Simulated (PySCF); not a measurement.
# Which basis set comes closest?

Molecule: SMILES O=C(F)C1CC1, C₄H₅FO.

Bonds (- single, = double, # triple, : aromatic): O1=C2 1.187 Å, C2-F3 1.340 Å, C2-C4 1.474 Å, C4-C5 1.514 Å, C5-C6 1.481 Å, C6-C4 1.513 Å. C4 carries H7; C5 carries H8, H9; C6 carries H10, H11. H9, H11 are cis to C2 on the ring; H8, H10 are trans to C2 on the ring.

Geometry PBE0-D3(BJ)/def2-SVP throughout; GIAO in PySCF, gas phase, one conformer, non-relativistic; equivalent atoms averaged; functional PBE0.

Reference values (measured; solution, not stated per compound (mostly CDCl3 or CCl4); Pretsch, Buehlmann, Badertscher, Structure Determination of Organic Compounds, 4th ed. (2009)): δ(H7) = 1.66 ppm. Computed shifts are taken against TMS, calculated as an isolated molecule at each level.

**Question.** How do the basis sets pcSseg-0, cc-pVDZ, aug-cc-pVDZ, cc-pVTZ, IGLO-III perform against the reference? Times are CPU seconds on 1 thread of an Intel Xeon Platinum 8488C, shared host.

**Answer.** 
```
  basis set  functions    H7  abs. error H  core-s
   pcSseg-0         64  1.29          0.37     4.7
    cc-pVDZ        109  1.12          0.54     8.9
aug-cc-pVDZ        183  1.54          0.12      19
    cc-pVTZ        250  1.46          0.20      30
   IGLO-III        260  1.52          0.14      32
```

For ¹H the closest is aug-cc-pVDZ (0.12 ppm, with IGLO-III practically level) and the furthest cc-pVDZ (0.54 ppm). Where a smaller basis beats a larger one, errors probably cancel. One molecule is a small sample, and vibrational and solvent effects are absent from the calculation.

A small basis that lands close on one nucleus may do so by chance; judge by the trend and by all nuclei.
